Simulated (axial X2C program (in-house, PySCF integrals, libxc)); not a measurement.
## Bond lengths and stretching modes, held linear, of BCN⁻

Computed with an axial X2C code built on PySCF integrals: two-component X2C with atomic mean-field Coulomb and Gaunt terms, Gaussian nuclei, basis B dyall-v3z, C dyall-v3z, N dyall-av3z with contracted cores. Spin-free rows use the one-electron spin-free X2C Hamiltonian.

Masses B 11.009, C 12.000, N 14.003 u. States: 2c Ω = 1/2 (beyond evenly filled blocks: ω = 1/2); spin-free M_S = 1/2, Λ = 1 (beyond evenly filled blocks: π+α).

PBE, spin-free: energies above the lowest point

```
r(B–C) (Å)  r(C–N) (Å)  E (meV)
    1.4908      1.1485   119.87
    1.4908      1.1780    23.92
    1.4908      1.2074    14.04
    1.5290      1.1485    95.40
    1.5290      1.1780     4.71
    1.5290      1.2074     0.00
    1.5290      1.2369    65.49
    1.5672      1.1485   100.81
    1.5672      1.1780    15.12
    1.5672      1.2074    15.35
    1.6055      1.1780    48.67
    1.6055      1.2369   128.64
```

Fit a quadratic surface with cubic terms in each bond: where is the minimum, and what are the two stretching wavenumbers?

At PBE, spin-free: bonds 1.530 and 1.194 Å; harmonic stretches 829.5 and 1951.2 cm⁻¹; force constants 3.23, 14.2 and coupling 0.70 mdyn/Å.

The other levels and Hamiltonians give:

| Hamiltonian | level | r(B–C) (Å) | r(C–N) (Å) | lower stretch (cm⁻¹) | upper stretch (cm⁻¹) |
| --- | --- | --- | --- | --- | --- |
| 2c | PBE0 | 1.528 | 1.178 | 839.2 | 2046.0 |
| 2c | HF | 1.553 | 1.153 | 784.4 | 2078.8 |
| 2c | PBE | 1.530 | 1.194 | 829.8 | 1951.0 |
| spin-free | PBE0 | 1.528 | 1.178 | 838.9 | 2046.2 |
| spin-free | HF | 1.553 | 1.153 | 784.1 | 2077.8 |

Each state is one determinant, the lowest of a limited PBE0 search; the stretches come from a fit to these few points and carry an uncertainty of a few per cent. Other orders of the atoms were not compared. Left out for rough or failed fits: MP2 2c, MP2 spin-free. For an anion the highest level of a functional can be positive, and the basis then holds the extra electron. The molecule was held linear; bending was not examined, so a bent shape may lie lower. Note: functional without a current term on a determinant with orbital currents, of the molecule or an atom.
